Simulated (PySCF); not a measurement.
Core binding energy against partial charge

C₅H₈.
Geometry (PBE0-D3(BJ)/def2-SVP, Å), atoms numbered from 1 in this order:
```xyz
13
C5H8 angstrom
C      1.9834   -0.1189   -0.2465
C      0.9674    0.5564    0.3079
C     -0.4537    0.2188    0.1893
C     -1.3749    0.9878    0.7964
C     -0.8374   -0.9875   -0.6149
H      1.8294   -1.0130   -0.8567
H      3.0168    0.2060   -0.1050
H      1.1903    1.4456    0.9089
H     -1.0869    1.8658    1.3816
H     -2.4423    0.7628    0.7263
H     -1.9264   -1.1292   -0.6265
H     -0.3756   -1.9002   -0.2042
H     -0.4910   -0.8950   -1.6572
```

Binding energies: delta-SCF UKS SCAN, pcX-2 on the ionised atom, pcseg-1 elsewhere, spin-free X2C (PySCF). Charges: PBE0/pcSseg-1 ground-state density, for the ionised atom.

```csv
atom,environment,C 1s (eV),Mulliken (e),IAO (e),Hirshfeld (e),ESP (e)
C4,terminal =CH2 carbon,289.73,-0.083,-0.317,-0.104,-0.640
C1,terminal =CH2 carbon,289.91,-0.162,-0.317,-0.101,-0.382
C2,alkene CH carbon,290.51,-0.139,-0.136,-0.047,-0.270
C3,fully substituted alkene carbon,290.68,-0.396,+0.025,+0.009,+0.420
C5,allylic carbon,290.79,-0.172,-0.418,-0.114,-0.566
```

Give the correlation coefficient and slope of binding energy on charge for each scheme.

ESP: r = 0.47, slope 0.5 eV per e; Hirshfeld: r = 0.46, slope 4.2 eV per e; IAO: r = 0.33, slope 0.9 eV per e; Mulliken: r = -0.58, slope -2.3 eV per e. On 5 points no scheme stands out.

The point-charge model writes a binding energy as kq + V + constant, with V the potential of the other atoms' charges at the site. What does it give with the Hirshfeld charges?

V = Σ 14.40 eV Å × q/r over all other atoms: +1.11 eV at C4, +0.97 eV at C1, +0.01 eV at C2, -1.05 eV at C3, +1.48 eV at C5. Fitting binding energy − V to q gives k = 23.9 eV per e and leaves an rms residual of 0.31 eV, against 0.38 eV for the fit on q alone. The model has no term for differences in relaxation between sites.

Spin contamination (⟨S²⟩ against 0.75 for a pure doublet) is marked for C 1s of C2 (0.92) and C 1s of C3 (0.93), which makes these values less certain. Geometry: PBE0-D3(BJ)/def2-SVP, one conformer, isolated molecule.
